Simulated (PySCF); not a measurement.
# 3-pentanone: removing and adding an electron

Parent: 3-pentanone, `CCC(=O)CC` (C5H10O). Coordinates in Å; atoms count from 1 in this order:
```
C     2.5438   -0.3074    0.2056
C     1.1890   -0.1923   -0.4642
C     0.0326   -0.0328    0.5006
O     0.1731   -0.1718    1.6940
C    -1.3097    0.3098   -0.1115
C    -2.4705    0.2385    0.8606
H     3.3398   -0.4526   -0.5392
H     2.7764    0.5974    0.7861
H     2.5649   -1.1532    0.9071
H     0.9690   -1.0906   -1.0707
H     1.1574    0.6448   -1.1837
H    -1.2102    1.3256   -0.5371
H    -1.4673   -0.3451   -0.9865
H    -3.4122    0.5255    0.3705
H    -2.3068    0.9064    1.7181
H    -2.5878   -0.7783    1.2631
```

Computed at ωB97X-D3(BJ)/ma-def2-TZVP // PBE0-D3(BJ)/ma-def2-SVP with PySCF (density fitting, grid level 2). The prefix ma- adds one diffuse s and one diffuse p function on all atoms but H. Zero-point and thermal terms (298.15 K, 1 bar) come from unscaled PBE0-D3(BJ)/ma-def2-SVP harmonic frequencies, with soft modes damped to free rotors in the entropy.

Frontier levels of the parent: HOMO -9.67 eV, LUMO 1.05 eV.

Oxidation to the radical cation:
| Quantity | Value |
| --- | --- |
| Vertical ionisation energy (electronic) | 9.45 eV |
| Adiabatic ionisation energy (with zero-point energy) | 9.27 eV |
| Adiabatic, electronic part | 9.34 eV |
| Vertical gap at the product's structure | 9.19 eV |
| Inner reorganisation energy (four-point) | 259 meV |
| Relaxation of product / of parent | 110 / 149 meV |
| ⟨S²⟩ of the product | 0.757 |
| Largest spin populations | O4 0.70, C5 0.16, C2 0.16 |
| Largest changes of atomic charge | O4 0.41 |
| Distances that move most (Å) | C3–C5 1.514 → 1.543; C2–C3 1.515 → 1.543; C3–O4 1.210 → 1.189; C5–C6 1.516 → 1.507 |
| Potential in dichloromethane | 7.22 V absolute, 2.52 V against Fc+/Fc computed at 4.70 V (solvation -19 → -214 kJ/mol) |

Reduction to the radical anion:
- Vertical electron affinity (electronic): -0.89 eV
- Adiabatic electron affinity (with zero-point energy): -0.85 eV
- Adiabatic, electronic part: -0.96 eV
- Vertical gap at the product's structure: -0.41 eV
- ⟨S²⟩ of the product: 0.754
- Largest spin populations: C3 0.49, O4 0.28, H (on C5) 0.10, H (on C2) 0.09
- Largest changes of atomic charge: C3 -0.33, O4 -0.27, H (on C5) -0.10, H (on C2) -0.10
- Distances that move most (Å): C3–O4 1.210 → 1.271; C2–H 1.104 → 1.129; C5–H 1.106 → 1.130; C2–C3 1.515 → 1.509
- Potential in dichloromethane: 1.19 V absolute, -3.51 V against Fc+/Fc computed at 4.70 V (solvation -19 → -213 kJ/mol)

Solvents are IEF-PCM continua (electrostatics only, gas-phase structures); absolute potentials refer to an electron at rest in vacuum. Fc+/Fc in dichloromethane, 4.70 V, is ωB97X-D3(BJ)/ma-def2-TZVP on PBE0-D3(BJ)/def2-SVP structures with GFN2-xTB thermal terms. Benchmark calculations put it near 5.0 V in acetonitrile and DMSO, so it is about 0.3 V low, and the value against it can read up to that much too high.

Measured values (NIST Chemistry WebBook, evaluated or the median of agreeing entries): adiabatic ionisation energy 9.31 eV (computed 9.27, difference -0.04).

Caveats: the gas-phase radical anion comes out unbound at this level, so its gas-phase values hang on the basis; the relaxed radical anion lies 0.08 eV above the vertical state at this level, which can't hold for one state at its own minimum: the vertical value probably belongs to another state, whose extra electron only the basis set holds, so vertical and adiabatic values aren't comparable; the value from this structure is no true adiabatic energy; a negative vertical affinity means that the electron isn't bound at that structure, so the value and what is derived from it hang on the basis.
